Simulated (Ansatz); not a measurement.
# AlClH₄Si: basis-set convergence

One table from this session's results is given with a row withheld; the runs are named, their logs left out.

The runs use Ansatz 0.2.0, Gaussian basis; one geometry, several basis sets.

Levels to be run: PBE0-D4/def2-SVP; ωB97M-V/def2-SVP; PBE0-D4/def2-QZVPP; ωB97M-V/def2-QZVPP; the functionals' def2-TZVPP values are taken from earlier runs.

## Structure used throughout

The geometry comes from an earlier relaxation with PBE0-D4 in a triple-zeta def2 set; it is a stationary point, not always the lowest conformer.

7 atoms, charge 0, spin multiplicity 1.

Atoms are counted from 1 here; the program's logs count them from 0.

Bond lengths: Al1–Si2 2.457 Å, Al1–H4 1.586 Å, Al1–H5 1.586 Å, Si2–Cl3 2.088 Å, Si2–H6 1.488 Å, Si2–H7 1.488 Å. Angles: Si2–Al1–H4 119.7°, Si2–Al1–H5 119.6°, H4–Al1–H5 120.5°, Al1–Si2–Cl3 101.6°, Al1–Si2–H6 116.7°, Al1–Si2–H7 116.7°, Cl3–Si2–H6 106.6°, Cl3–Si2–H7 106.6°, H6–Si2–H7 107.5°.

Coordinates:

```xyz
7

Al   -1.0407    0.4135   -0.8942
Si    0.9072   -0.1800    0.4803
Cl    0.0356   -1.3810    1.9497
H    -1.4784   -0.5359   -2.0871
H    -1.9115    1.6833   -0.5133
H     1.5885    0.9353    1.1912
H     1.9606   -1.0032   -0.1724
```

Set-up of the first run:

Contents of in.yaml:

```yaml
crystal:
  periodic: [false, false, false]
  atoms:
    - {symbol: Al, position_ang: [-1.040688, 0.413466, -0.894199]}
    - {symbol: Si, position_ang: [0.907193, -0.179963, 0.480298]}
    - {symbol: Cl, position_ang: [0.035596, -1.380958, 1.949724]}
    - {symbol: H, position_ang: [-1.478356, -0.535915, -2.087054]}
    - {symbol: H, position_ang: [-1.911547, 1.683265, -0.513330]}
    - {symbol: H, position_ang: [1.588458, 0.935281, 1.191222]}
    - {symbol: H, position_ang: [1.960643, -1.003176, -0.172362]}
basis:
  gaussian: {orbitals: def2-SVP}
hamiltonian: {xc: pbe0, dispersion: d4}
output: {orbitals: {seedname: orbitals}}
```

Run with:

```sh
$ ansatz run in.yaml --threads 2 --pin off --events-out ev --progress --plain --max-ram 4352MiB
```

Steps of the session up to this table: PBE0-D4 in def2-SVP; ωB97M-V in def2-SVP; PBE0-D4 in def2-QZVPP; ωB97M-V in def2-QZVPP.

One of the session's tables, all rows but one given; the rest of the session is left out.

It belongs to the step «Density functionals: the series». 

| functional | basis | HOMO (eV) | LUMO (eV) |
| --- | --- | --- | --- |
| PBE0-D4 | def2-SVP | ? | ? |
| PBE0-D4 | def2-TZVPP | -7.57 | -2.33 |
| PBE0-D4 | def2-QZVPP | -7.58 | -2.35 |
| ωB97M-V | def2-SVP | -9.49 | -0.60 |
| ωB97M-V | def2-TZVPP | -9.55 | -0.67 |
| ωB97M-V | def2-QZVPP | -9.57 | -0.77 |

Estimate the missing values for PBE0-D4, def2-SVP.

**Answer.** HOMO (eV): -7.54; LUMO (eV): -2.32. In the column «HOMO (eV)» it is the highest.
